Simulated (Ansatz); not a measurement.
# N₂H radical: basis-set convergence

The task here is to estimate one member of a computed series from the others.

The runs use Ansatz 0.2.0, Gaussian basis; one geometry, several basis sets.

Levels to be run: PBE0-D4/def2-SVP; ωB97M-V/def2-SVP; PBE0-D4/def2-QZVPP; ωB97M-V/def2-QZVPP; CCSD(T)/cc-pV(D+d)Z; CCSD(T)/cc-pV(T+d)Z; CCSD(T)/cc-pV(Q+d)Z; the functionals' def2-TZVPP values are taken from earlier runs.

## The relaxed structure

An earlier PBE0-D4 in a triple-zeta def2 set relaxation fixed the geometry.

SMILES `[N]=N`, 3 atoms, charge 0, spin multiplicity 2.

Atoms are counted from 1 here; the program's logs count them from 0.

Bond lengths: N1–N2 1.165 Å, N2–H3 1.056 Å. Angles: N1–N2–H3 117.5°.

The first run:

Contents of in.yaml:

```yaml
crystal:
  periodic: [false, false, false]
  atoms:
    - {symbol: N, position_ang: [0.710751, -0.606539, 0.326321]}
    - {symbol: N, position_ang: [-0.268546, -0.217743, -0.170047]}
    - {symbol: H, position_ang: [-0.442195, 0.824282, -0.156274]}
basis:
  gaussian: {orbitals: def2-SVP}
magnetization: {spin_polarized: true, initial_magnetization: 1}
hamiltonian: {xc: pbe0, dispersion: d4}
output: {orbitals: {seedname: orbitals}}
```

Run with:

```bash
$ ansatz run in.yaml --threads 2 --pin off --events-out ev --progress --plain --max-ram 32768MiB --backend cpu
```

Among the steps run: PBE0-D4 in def2-SVP; ωB97M-V in def2-SVP; PBE0-D4 in def2-QZVPP; ωB97M-V in def2-QZVPP.

One of the session's tables, all rows but one given; the rest of the session is left out.

It belongs to the step «Functionals by basis». 

```
functional       basis  HOMO (eV)
   PBE0-D4    def2-SVP      -6.06
   PBE0-D4  def2-TZVPP      -6.27
   PBE0-D4  def2-QZVPP      -6.30
   ωB97M-V    def2-SVP          ?
   ωB97M-V  def2-TZVPP      -8.42
   ωB97M-V  def2-QZVPP      -8.45
```

Q: Estimate the row for ωB97M-V, def2-SVP from the others.

**Answer.** HOMO (eV): -8.19. In the column «HOMO (eV)» it lies between ωB97M-V, def2-TZVPP (-8.42) and PBE0-D4, def2-QZVPP (-6.30).
